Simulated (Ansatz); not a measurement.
Molecule: N2, charge 0, multiplicity 1. 
Geometry from a B3LYP-D3(BJ)/def2-TZVP (Ansatz, an electronic-structure program) optimisation:
```xyz
2

N      0.0000     0.0000    -0.5454
N      0.0000     0.0000     0.5454
```
Charge 0, spin multiplicity 1.

Basis-set convergence of Hartree-Fock and MP2 correlation energies (hartree) with Ansatz. Cores are frozen in the correlated levels unless marked. Spin-orbit coupling is left out. No relativistic terms.

| basis | functions | E(HF) | E(corr, MP2) |
|---|---|---|---|
| aug-cc-pVDZ | 46 | -108.96138 | -0.31516 |
| aug-cc-pVTZ | 92 | -108.98589 | -0.37761 |
| aug-cc-pVQZ | 160 | -108.99281 | -0.39993 |

Extrapolating the two largest sets (X = 3 and 4) as X^-3: E(corr) = (64·(-0.39993) - 27·(-0.37761))/37 = -0.4162 Eh, an estimate of the basis-set limit. The largest set recovers 96.1 % of it, the smallest 75.7 %.
